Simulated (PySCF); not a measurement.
Method: PySCF 2.14.0 with B3LYP-D3(BJ)/def2-TZVP. Isolated molecules, 0 K electronic values unless said otherwise. One relaxed conformer stands for a flexible species; it need not be the lowest. B3LYP has the VWN-RPA correlation part, as in Gaussian. 

Reference species (SMILES): `S` (neutral, multiplicity 1).

```
Quantity         Value
-------------  -------
HOMO–LUMO gap  7.52 eV
```

Changed species: `CCS` (C–C–S–H torsion 62°) (X = ethyl; the reference has X = H).

Predict the effect on the HOMO–LUMO gap.

the HOMO–LUMO gap falls by 0.79 eV, to 6.73 eV.
